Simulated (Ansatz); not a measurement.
Run this with Ansatz's Python interface and show what comes out.

The script, `pa.py`:
```python
"""Adding a proton to H4S2Si."""

import warnings

import ansatz as az
import numpy as np

GEOMETRY = """
Si   -0.80690    0.48650   -0.17250
S     0.38460   -0.13250    1.43830
S     1.39230   -1.61810    0.46480
H    -1.66480   -0.56680   -0.62950
H     0.01340    0.95750   -1.32890
H    -1.68150    1.69380    0.27000
H     2.42420   -0.88840   -0.08780
"""

warnings.simplefilter("ignore", az.DeckWarning)

mol = az.Crystal.molecule()
for line in GEOMETRY.strip().splitlines():
    symbol, *xyz = line.split()
    mol = mol.atom(symbol, [float(v) for v in xyz])

setup = mol.calculation().basis(gaussian="cc-pVDZ").correlation("MP2")
symbols = [site.symbol for site in mol.cartesian_sites]
start = np.array([site.position_ang for site in mol.cartesian_sites], dtype=float)
data = setup.relax(force_tolerance=0.01).run(threads=1).report
end = np.array(data["positions_ang"])

# start the new hydrogen opposite the existing bonds
away = sum((end[1] - end[j]) / np.linalg.norm(end[1] - end[j]) for j in [0, 2]) + np.array([0.15, 0.1, -0.2])
proton = end[1] + 1.4 * away / np.linalg.norm(away)
acid = az.Crystal.molecule()
for symbol, place in zip(symbols, end):
    acid = acid.atom(symbol, place.tolist())
acid = acid.atom("H", proton.tolist())
protonated = (
    acid.calculation()
    .basis(gaussian="cc-pVDZ")
    .correlation("MP2")
    .charge(1)
    .relax(force_tolerance=0.01, max_steps=80)
)
after = protonated.run(threads=1).report
xyz = np.array(after["positions_ang"])
reach = np.linalg.norm(xyz[:-1] - xyz[-1], axis=1)
print(f"base {data['free_energy_ev']:.5f} eV, protonated {after['free_energy_ev']:.5f} eV")
print(f"the proton ends {reach.min():.3f} A from {symbols[reach.argmin()]}{reach.argmin()}")
print(f"electronic proton affinity {(data['free_energy_ev'] - after['free_energy_ev']):.3f} eV")
```

```console
$ python pa.py
base -29570.79496 eV, protonated -29578.89872 eV
the proton ends 1.359 A from S1
electronic proton affinity 8.104 eV
```

Caveats:
- Total energies depend on the basis set; only differences at equal settings carry meaning.
- The proton is put on one chosen atom, which needn't be the most basic site, so the molecule's proton affinity can be higher; the ends are stationary points, not checked by frequencies, and zero-point and thermal terms count only where printed.
- Hardware and time: 22 s on 1 thread of AMD EPYC 9B45 (Zen 5), on a shared host, peak memory 0.25 GiB.
